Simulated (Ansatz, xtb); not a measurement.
# CHSi2−: where a starting geometry ends

The starting geometry of this gas-phase singlet has its atoms placed at random.

```xyz
4

C    -0.5280   -0.2304   -0.5743
Si    0.5671    1.1540   -0.2443
Si    0.3306   -0.2677    1.1046
H     0.6736   -1.7802    0.2275
```

Task: Guess where an optimisation with r2SCAN-D4/def2-SVPD ends from this start.

Result: It ends as a structure given below by its coordinates. Contacts that open: Si2–Si3 (1.97 → 3.45 Å). Contacts that close: Si3–H4 (1.78 → 1.56 Å).

The energy falls by 3.08 eV over 16 steps:

| step | E − E(last) (eV) |
| --- | --- |
| 1 | 3.084 |
| 3 | 1.045 |
| 4 | 0.918 |
| 6 | 0.705 |
| 8 | 0.219 |
| 9 | 0.164 |
| 11 | 0.049 |
| 13 | 0.004 |
| 14 | 0.001 |
| 16 | 0.000 |

Final geometry (Å):

```yaml
atoms:
  - { symbol: C, position_ang: [0.1472, 0.3049, -0.0585] }
  - { symbol: Si, position_ang: [0.2072, 1.7238, -0.9712] }
  - { symbol: Si, position_ang: [-0.1139, -1.0282, 1.0895] }
  - { symbol: H, position_ang: [0.8028, -2.1247, 0.4536] }
```

From the same start GFN2-xTB ends elsewhere, in pieces: CSi2 + H.

From so rough a start the end depends on the optimiser's path, so another program may land elsewhere. The end wasn't checked by frequencies. Run with Ansatz 0.2.0, 11 s on 2 threads of Intel(R) Xeon(R) 6975P-C (Granite Rapids), on a shared host.
